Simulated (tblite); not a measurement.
Compound: C3H6F2.
SMILES with atom numbers: `[CH3:1][C@H:2]([F:3])[CH2:4][F:5]` (hydrogens: H6, H7, H8 on C1; H9 on C2; H10, H11 on C4)

Computed with GFN2-xTB (tblite), gas phase: Langevin dynamics at 300 K from the optimised GFN2-xTB geometry, time step 0.5 fs, friction 0.01 fs⁻¹, 2000 steps. The instantaneous temperature is 2·E(kin)/(3Nk) with all 3N coordinates.

| t (fs) | T (K) | E(pot) above start (eV) | C1–C2 (Å) | C2–F3 (Å) | C2–C4 (Å) | C4–F5 (Å) | C1–H6 (Å) | C1–C2–C4–F5 (°) |
| --- | --- | --- | --- | --- | --- | --- | --- | --- |
| 0 | 263 | 0.000 | 1.518 | 1.382 | 1.530 | 1.369 | 1.088 | -70 |
| 25 | 162 | 0.382 | 1.519 | 1.365 | 1.510 | 1.360 | 1.118 | -62 |
| 50 | 251 | 0.529 | 1.536 | 1.337 | 1.578 | 1.357 | 1.095 | -65 |
| 75 | 304 | 0.385 | 1.509 | 1.391 | 1.560 | 1.374 | 1.073 | -60 |
| 100 | 344 | 0.372 | 1.504 | 1.433 | 1.532 | 1.354 | 1.100 | -65 |
| 125 | 410 | 0.336 | 1.531 | 1.418 | 1.555 | 1.347 | 1.131 | -62 |
| 150 | 361 | 0.329 | 1.508 | 1.342 | 1.582 | 1.339 | 1.070 | -50 |
| 175 | 388 | 0.247 | 1.536 | 1.359 | 1.568 | 1.380 | 1.077 | -53 |
| 200 | 292 | 0.590 | 1.486 | 1.410 | 1.534 | 1.393 | 1.084 | -53 |
| 225 | 458 | 0.444 | 1.516 | 1.388 | 1.536 | 1.381 | 1.108 | -43 |
| 250 | 228 | 0.517 | 1.530 | 1.388 | 1.551 | 1.361 | 1.106 | -38 |
| 275 | 250 | 0.367 | 1.505 | 1.357 | 1.558 | 1.372 | 1.039 | -35 |
| 300 | 187 | 0.378 | 1.479 | 1.369 | 1.542 | 1.360 | 1.100 | -29 |
| 325 | 232 | 0.385 | 1.544 | 1.388 | 1.562 | 1.361 | 1.121 | -33 |
| 350 | 252 | 0.343 | 1.521 | 1.359 | 1.526 | 1.371 | 1.083 | -35 |
| 375 | 441 | 0.234 | 1.527 | 1.382 | 1.550 | 1.365 | 1.082 | -38 |
| 400 | 290 | 0.398 | 1.507 | 1.454 | 1.555 | 1.352 | 1.104 | -55 |
| 425 | 306 | 0.465 | 1.523 | 1.368 | 1.580 | 1.349 | 1.059 | -62 |
| 450 | 213 | 0.450 | 1.589 | 1.381 | 1.546 | 1.364 | 1.080 | -67 |
| 475 | 292 | 0.458 | 1.592 | 1.393 | 1.561 | 1.341 | 1.070 | -82 |
| 500 | 305 | 0.375 | 1.550 | 1.359 | 1.581 | 1.331 | 1.067 | -82 |
| 525 | 367 | 0.375 | 1.467 | 1.368 | 1.565 | 1.349 | 1.051 | -84 |
| 550 | 296 | 0.510 | 1.473 | 1.408 | 1.592 | 1.365 | 1.101 | -77 |
| 575 | 334 | 0.485 | 1.497 | 1.384 | 1.583 | 1.374 | 1.099 | -63 |
| 600 | 184 | 0.544 | 1.558 | 1.350 | 1.528 | 1.358 | 1.096 | -63 |
| 625 | 294 | 0.223 | 1.533 | 1.378 | 1.564 | 1.360 | 1.088 | -60 |
| 650 | 230 | 0.229 | 1.502 | 1.393 | 1.540 | 1.370 | 1.116 | -64 |
| 675 | 240 | 0.186 | 1.540 | 1.392 | 1.586 | 1.369 | 1.075 | -75 |
| 700 | 208 | 0.230 | 1.512 | 1.369 | 1.587 | 1.355 | 1.075 | -73 |
| 725 | 202 | 0.257 | 1.492 | 1.394 | 1.536 | 1.383 | 1.069 | -72 |
| 750 | 317 | 0.244 | 1.557 | 1.408 | 1.539 | 1.374 | 1.128 | -81 |
| 775 | 320 | 0.231 | 1.540 | 1.359 | 1.561 | 1.394 | 1.085 | -80 |
| 800 | 358 | 0.322 | 1.525 | 1.322 | 1.541 | 1.330 | 1.071 | -66 |
| 825 | 173 | 0.416 | 1.519 | 1.402 | 1.523 | 1.313 | 1.113 | -70 |
| 850 | 363 | 0.353 | 1.491 | 1.391 | 1.525 | 1.376 | 1.077 | -78 |
| 875 | 229 | 0.614 | 1.512 | 1.376 | 1.563 | 1.432 | 1.086 | -75 |
| 900 | 325 | 0.313 | 1.491 | 1.421 | 1.528 | 1.422 | 1.087 | -80 |
| 925 | 333 | 0.398 | 1.509 | 1.381 | 1.539 | 1.357 | 1.087 | -84 |
| 950 | 294 | 0.485 | 1.558 | 1.330 | 1.564 | 1.305 | 1.112 | -80 |
| 975 | 361 | 0.383 | 1.543 | 1.385 | 1.513 | 1.354 | 1.101 | -86 |
| 1000 | 282 | 0.570 | 1.529 | 1.442 | 1.494 | 1.427 | 1.053 | -86 |

Question: From 500 fs on, how do temperature and potential energy compare with equipartition?

Answer: The mean temperature of these 21 frames is 286 K against the target 300 K, and the mean potential energy 0.37 eV against 27 × kT/2 = 0.35 eV for 27 classical harmonic modes. For 11 atoms in a canonical ensemble the temperature itself scatters by T·√(2/(3N)) = 74 K; here its standard deviation is 60 K. The whole run lasts only 10 friction times of 100 fs, so these averages carry a wide statistical error.

Question: What are the kinetic and total energies of the listed frame with the highest potential energy?

Answer: The one at 875 fs, 0.614 eV above the start. Its kinetic energy is 3NkT/2 = 0.325 eV at 229 K, so the sum is 0.94 eV; over the listed frames the sum runs from 0.37 to 1.09 eV, since the thermostat adds and removes energy.

Question: How much do the listed bonds fluctuate from 500 fs on?

Answer: 
```csv
bond,at the start (Å),mean (Å),standard deviation (Å)
C1–C2,1.518,1.519,0.027
C2–F3,1.382,1.381,0.028
C2–C4,1.530,1.550,0.027
C4–F5,1.369,1.367,0.033
C1–H6,1.088,1.088,0.020
```

The motion is classical and holds no zero-point motion.

The cost below is that of the whole dynamics run. Time: 17 s; peak memory 0.19 GiB. Hardware: one thread of an Intel Xeon at 2.50 GHz, on a shared host.
